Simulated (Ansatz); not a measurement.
HAlSi, singlet: reading a ladder of total energies

Geometry: displaced at random from a stationary point.

```json
{"atom": "Si", "x (Å)": "-0.0154", "y (Å)": "-0.0090", "z (Å)": "2.1224"}
{"atom": "Al", "x (Å)": "-0.0163", "y (Å)": "-0.0252", "z (Å)": "-0.2425"}
{"atom": "H", "x (Å)": "0.0317", "y (Å)": "0.0342", "z (Å)": "-1.8799"}
```

Basis 6-31G; Ansatz 0.2.0. Only valence electrons are correlated (noble-gas cores frozen), which leaves 8 electrons in 18 orbitals. Prefix R: restricted or restricted open-shell reference.

Full CI is exact within this basis and frozen core; it isn't the basis-set limit.

Runs differ by some tens of microhartree through their thresholds, so steps under 0.03 kcal/mol mean nothing.

```csv
level,total energy (hartree)
RHF,-531.245921
RMP2,-531.318734
RCCSD,-531.345317
RCCSD(T),-531.348512
RCCSDT*,-531.350755
RCCSDT(Q)*,-531.352234
RCCSDTQ*,-531.352538
full CI,-531.352627
```

Task: What is the correlation energy at full CI, and what share of it do RMP2 and RCCSD(T) recover?

Result: E(corr) = -531.352627 − (-531.245921) = -0.106706 hartree = -2.904 eV. RMP2: -0.072813 / -0.106706 = 68.24 %. RCCSD(T): -0.102591 / -0.106706 = 96.14 %.

Task: By how many kcal/mol does RCCSD(T) miss full CI (1 hartree = 627.509 kcal/mol), and which steps make up the rest?

Result: -531.348512 − (-531.352627) = 0.004115 hartree = 2.58 kcal/mol. Steps: RCCSDT − RCCSD(T) = -1.41, RCCSDT(Q) − RCCSDT = -0.93, RCCSDTQ − RCCSDT(Q) = -0.19, full CI − RCCSDTQ = -0.06 kcal/mol. With more than one leading determinant such errors change with state and geometry, and needn't cancel in differences.

An asterisk marks runs whose energy the program itself flagged as in doubt.
